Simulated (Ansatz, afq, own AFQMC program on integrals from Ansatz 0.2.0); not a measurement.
MgF⁻, singlet: a scan with AFQMC

```xyz
2

F     0.0000    0.0000    0.0000
Mg    0.0000    0.0000    1.8410
```

The F1–Mg2 distance is changed with both sides rigid. Energies in mEh count from this geometry (1.841 Å) at the same level; the start stands on RHF, each point on the determinant named.

Basis aug-cc-pVDZ. Noble-gas cores (and the filled d shells of Ga–Kr and In–Xe) are frozen. Ansatz 0.2.0 and our own AFQMC program on the same integrals; the CISD trial comes from CCSD amplitudes, and released means the phaseless constraint is let go. Error bars are statistical, one sigma.

Cautions, each for one point or more: higher spins were not checked; raised T1 diagnostic; restricted determinant unstable towards unrestricted.

```json
{"r(F1–Mg2) / Å": "1.503", "det.": "RHF", "T1": "0.021", "weight": "0.88", "CCSD(T)": "58.8", "ph-AFQMC/CISD": "59.4 ± 0.6", "released AFQMC": "–", "CCSDT(Q)": "58.9", "B3LYP": "55.3", "PBE": "57.8"}
{"r(F1–Mg2) / Å": "2.284", "det.": "RHF", "T1": "0.023", "weight": "0.87", "CCSD(T)": "20.5", "ph-AFQMC/CISD": "21.3 ± 0.7", "released AFQMC": "–", "CCSDT(Q)": "20.3", "B3LYP": "19.3", "PBE": "17.3"}
{"r(F1–Mg2) / Å": "2.965", "det.": "RHF", "T1": "0.025", "weight": "0.87", "CCSD(T)": "56.5", "ph-AFQMC/CISD": "55.3 ± 1.2", "released AFQMC": "56.3 ± 2.3*", "CCSDT(Q)": "56.3", "B3LYP": "52.6", "PBE": "50.3"}
{"r(F1–Mg2) / Å": "4.146", "det.": "RHF", "T1": "0.024", "weight": "0.87", "CCSD(T)": "81.0", "ph-AFQMC/CISD": "79.5 ± 1.2", "released AFQMC": "77.0 ± 2.2*", "CCSDT(Q)": "80.9", "B3LYP": "75.7", "PBE": "75.0"}
{"r(F1–Mg2) / Å": "6.383", "det.": "RHF", "T1": "0.022", "weight": "0.88", "CCSD(T)": "89.6", "ph-AFQMC/CISD": "88.3 ± 1.3", "released AFQMC": "89.4 ± 2.2*", "CCSDT(Q)": "89.6", "B3LYP": "84.0", "PBE": "84.2"}
```

Weight is that of the determinant in the CISD state; at the start T1 is 0.022 and the weight 0.87. An asterisk marks released energies that aren't shown to be converged. A dash marks a missing value, a released energy that hasn't settled or a functional that sits on another state. Largest departures from CCSDT(Q), at the points where its series has closed: CCSD(T) 0.2 mEh at 2.965 (on RHF), ph-AFQMC/CISD -1.3 mEh at 4.146 (on RHF) (within the noise), B3LYP -5.6 mEh at 6.383, PBE -6.0 mEh at 2.965. Functionals count only at points shown to share the start's state and spin. In this small basis the wave-function levels are far from their limit, so their gap to the functionals isn't the functionals' error.

Some points may be missing: those where a free walk finds a much lower state, and past Zn most of those on another determinant than at the start.

A walk keeps the symmetry of its determinant, which the program's search chose and which needn't be the lowest solution, so a lower state of the same spin and another symmetry isn't excluded.
